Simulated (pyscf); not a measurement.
H₂Si=SbH + hydrogen (H₂) → H₃Si–SbH₂ (addition across a multiple bond or ene-type step; singlet surface; H–H broken, H–Si, H–Sb formed). Structures and frequencies: ωB97X-D3(BJ)/def2-SVP in PySCF. Energies in kJ/mol from the separated reactants.

```csv
level,barrier,reaction energy
ωB97X-D3(BJ)/def2-TZVP,___,___
PBE/def2-TZVP,___,-116.6
PBE0-D3(BJ)/def2-TZVP,96.0,-134.7
M06-2X/def2-TZVP,113.6,-128.2
ωB97M-D3(BJ)/def2-TZVP,110.4,-138.2
HF/def2-TZVP,153.6,-150.2
```

Question: Complete the blanks.

Answer: 
- ωB97X-D3(BJ)/def2-TZVP, barrier: 116.2
- ωB97X-D3(BJ)/def2-TZVP, reaction energy: -142.2
- PBE/def2-TZVP, barrier: 96.8

The functionals in the table span 20.2 kJ/mol in this barrier, from PBE0-D3(BJ) to ωB97X-D3(BJ)/def2-TZVP. At the saddle there is also a short H–Si contact that neither side keeps. This is the saddle that the search found; another between the same sides may lie lower. Elements past Kr carry the def2 core potentials, without spin-orbit coupling.
